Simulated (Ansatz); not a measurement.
Born–Oppenheimer molecular dynamics of AlFH$_{3}$N (6 atoms, charge 0, multiplicity 1). It starts at the highest image of a converged band. Of that band: Neighbouring images differ by up to 1.4 eV, so the band resolves the path poorly. A vibrational analysis at the climbing image gives one clearly imaginary mode, 1277i cm⁻¹: a first-order saddle point.

All numbers below come from RKS B3LYP/def2-mTZVP (Ansatz).

| Property | Result |
| --- | --- |
| ensemble | NVE (velocity Verlet) |
| time step | 0.5 fs |
| steps asked | 200 |
| starting velocities drawn for | 300 K |
| seed | 6070 |

First frame:

```xyz
6
Properties=species:S:1:pos:R:3
Al -0.359 -0.317 0.525
H 1.276 -0.111 1.106
F 1.358 0.395 0.006
N -1.498 -0.051 -0.815
H -2.474 -0.318 -0.835
H -1.245 0.402 -1.687
```

Task: How far do the bonds stretch over the last three quarters of this one trajectory? (Pairs bonded in most of those frames.)

Result: 
| bond | mean (Å) | spread (Å) | shortest | longest |
| --- | --- | --- | --- | --- |
| Al1–F3 | 1.695 | 0.100 | 1.53 | 1.83 |
| Al1–N4 | 1.787 | 0.064 | 1.70 | 1.91 |
| N4–H5 | 1.024 | 0.013 | 1.00 | 1.06 |
| N4–H6 | 1.026 | 0.027 | 0.98 | 1.07 |

Pairs bonded in part of these frames only: Al1–H2 54 %.

Mean temperature of the second half: 3137 K. The conserved energy stayed within 0.9 meV per atom of its start (net change -0.31 meV per atom), so the integration is sound. The kinetic energy rose, since the run started high on the potential surface and went downhill. A run of 0.1 ps of so small a system gives no equilibrium averages. The orbitals stay closed-shell, which can raise the energy where a bond breaks towards radicals; this wasn't checked here.

Time of the run: 4.5 min on 1 thread of Intel(R) Xeon(R) Platinum 8488C (Sapphire Rapids) (shared host), peak memory 0.13 GiB.
